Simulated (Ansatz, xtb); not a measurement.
# Two structures of CH2AlO+

We compare I, a singlet given by its coordinates, with II, a singlet given by its coordinates. Both are isolated ions in the gas phase, relaxed with r2SCAN-D4/def2-SVP.

I (Å):

```yaml
atoms:
  - { symbol: C, position_ang: [-1.3164, 0.2588, -0.0077] }
  - { symbol: Al, position_ang: [-0.2351, -0.2491, 2.9987] }
  - { symbol: O, position_ang: [-0.9067, 0.0682, 1.1328] }
  - { symbol: H, position_ang: [-2.3327, -0.0720, -0.3016] }
  - { symbol: H, position_ang: [-0.6749, 0.7639, -0.7574] }
```

Close contacts (Å): C1–O3 1.23, Al2–O3 2.01, C1–H4 1.11, C1–H5 1.11.

II (Å):

| atom | x (Å) | y (Å) | z (Å) |
| --- | --- | --- | --- |
| C | -1.8548 | -0.0695 | 1.5619 |
| Al | -0.5329 | 0.3179 | -0.1468 |
| O | -2.5292 | -0.2690 | 2.4334 |
| H | -0.3930 | 1.8685 | -0.1620 |
| H | -0.2294 | -1.1037 | -0.7048 |

Close contacts (Å): C1–Al2 2.19, C1–O3 1.12, Al2–H4 1.56, Al2–H5 1.56.

Task: Which of the two would you expect CCSD(T)/def2-TZVPP electronic energies to favour?

Result: Structure I; the calculation gives E(II) − E(I) = +18.4 kcal/mol.

The same difference at several levels:

```
                       level            geometry  E(II) − E(I) (kcal/mol)  departure from the last row (kcal/mol)  job, with rough time for the two
                    GFN2-xTB            GFN2-xTB                     +27.5                                    +9.2              optimisation, 0.14 s
                   HF/STO-3G            GFN2-xTB                      +5.3                                   −13.0              single point, 0.28 s
r2SCAN-D4/def2-SVP//GFN2-xTB            GFN2-xTB                     +15.1                                    −3.3               single point, 2.4 s
          r2SCAN-D4/def2-SVP  r2SCAN-D4/def2-SVP                     +21.7                                    +3.4                optimisation, 18 s
               HF/def2-TZVPP  r2SCAN-D4/def2-SVP                     +19.6                                    +1.2           part of the CCSD(T) run
              MP2/def2-TZVPP  r2SCAN-D4/def2-SVP                     +15.5                                    −2.8           part of the CCSD(T) run
          CCSD(T)/def2-TZVPP  r2SCAN-D4/def2-SVP                     +18.4                                                        single point, 20 s
```

None of the levels shown reverses the order. The largest departure from CCSD(T)/def2-TZVPP is that of HF/STO-3G, 13.0 kcal/mol.

With harmonic frequencies from r2SCAN-D4/def2-SVP (ideal gas, rigid rotor, one conformer each, 298.15 K, 1 atm): the zero-point term adds −4.9 kcal/mol; ΔH is +13.5 and ΔG +14.0 kcal/mol.

The correlated steps freeze 7 core orbitals. Run with Ansatz 0.2.0, xtb 6.7.1; the last row on 1 thread of Intel(R) Xeon(R) Platinum 8259CL CPU @ 2.50GHz (Skylake/Cascade Lake) on a shared host.
